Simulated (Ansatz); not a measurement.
Mulliken charges of C3H4F2, SMILES `F[C@@H]1C[C@@H]1F` from PBE/def2-TZVPP in Ansatz (PBE0-D4/def2-TZVP geometry).

```csv
atom,x (Å),y (Å),z (Å),charge (e)
F1,-0.170,1.608,-1.013,-0.178
C2,0.217,0.825,0.025,0.110
C3,0.580,-0.591,-0.284,-0.160
C4,-0.696,-0.280,0.429,0.110
F5,-1.849,-0.425,-0.270,-0.178
H6,0.755,1.385,0.782,0.063
H7,1.394,-1.070,0.245,0.072
H8,0.462,-0.873,-1.324,0.097
H9,-0.820,-0.522,1.478,0.063
```

**Question.** By hand: the dipole of these point charges (1 e Å = 4.8032 D).

**Answer.** Σ q r = (0.355, -0.163, 0.355) e Å, of length 0.528 e Å = 2.54 D.

**Question.** How does the dipole of the full density compare? (An estimate is asked.)

**Answer.** Computed: (0.361, -0.171, 0.348) e Å, 2.54 D; the point charges give 1.00 times that, at 1° from its direction.

Point charges leave out the atoms' own dipoles, such as those of lone pairs, and Mulliken's split depends on the basis, so the close match here is no proof of good charges.
